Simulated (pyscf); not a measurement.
**Four-centre exchange: `[OH][SiH2][F]` + `[ClH]` → `[OH][SiH2][F]` + `[ClH]`**

Gas phase, singlet surface, charge 0. Bonds broken: O1–H4, Cl7–H8. Bonds formed: O1–H8, H4–Cl7. PySCF, gas phase, ωB97X-D3(BJ)/def2-SVP geometries. Correlated levels are frozen-core, on RHF or UHF. ΔMP2 is the change of the MP2 total energy from the triple- to the quadruple-zeta basis.

Transition state (Å):

```xyz
8

O     -0.3423    -0.9754     0.2397
Si     0.9573    -0.0823    -0.4328
F      0.4118     1.3591    -0.8955
H     -1.3020    -1.1236    -0.2212
H      1.3972    -0.8519    -1.6094
H      1.9319     0.0787     0.6600
Cl    -2.8295    -0.6371     0.6906
H     -1.0120    -0.6233     1.0033
```

One imaginary mode, 1268i cm⁻¹; descent along it reached the two sides named, in the forms told below.

```
bond    change  reactant side (Å)  saddle  product side
------  ------  -----------------  ------  ------------
O1–H4   breaks              0.964   1.075         1.890
Cl7–H8  breaks              1.296   1.844           3.8
O1–H8    forms              1.888   1.075         0.964
H4–Cl7   forms                3.8   1.844         1.296
```

Electronic energies relative to the separated reactants (kJ/mol):

| level | barrier | reaction energy | reverse barrier |
|---|---|---|---|
| ωB97X-D3(BJ)/def2-TZVP | 125.7 | 0.0 | 125.7 |
| PBE/def2-TZVP | 100.1 | 0.0 | 100.1 |
| r²SCAN/def2-TZVP | 108.4 | 0.0 | 108.4 |
| B3LYP-D3(BJ)/def2-TZVP | 114.7 | 0.0 | 114.7 |
| PBE0-D3(BJ)/def2-TZVP | 109.7 | 0.0 | 109.7 |
| M06-2X/def2-TZVP | 119.7 | 0.0 | 119.7 |
| ωB97M-D3(BJ)/def2-TZVP | 123.0 | 0.0 | 123.0 |
| HF/def2-TZVP | 178.3 | 0.0 | 178.3 |
| MP2/def2-QZVPP | 122.6 | 0.0 | 122.6 |
| CCSD/def2-TZVPP | 145.2 | 0.0 | 145.2 |
| CCSD(T)/def2-TZVPP | 136.2 | 0.0 | 136.2 |
| CCSD(T)/def2-TZVPP + ΔMP2(QZVPP) | 131.5 | 0.0 | 131.5 |

With CCSD(T)/def2-TZVPP + ΔMP2(QZVPP) energies and thermal terms (ideal gas, 1 atm, RRHO with modes under 100 cm⁻¹ raised to 100, one conformer, R ln 2 for chiral ones without a mode under 150 cm⁻¹), in kJ/mol:

```tsv
T (K)	ΔH‡	ΔG‡	ΔH	ΔG
298	128.2	170.4	0.0	0.0
600	126.7	213.8	0.0	0.0
900	127.2	257.3	0.0	0.0
1200	128.7	300.5	0.0	0.0
```

On the reactant side the descent ends in a complex, 18.5 kJ/mol under the separated species and 144.2 kJ/mol under the saddle at ωB97X-D3(BJ)/def2-TZVP. On the product side the descent ends in a complex, 18.3 kJ/mol under the separated species and 144.0 kJ/mol under the saddle at ωB97X-D3(BJ)/def2-TZVP. One saddle was located; it need not be the lowest between these sides. The CCSD(T) − MP2 part came from Ansatz, without density fitting, on the same reference.
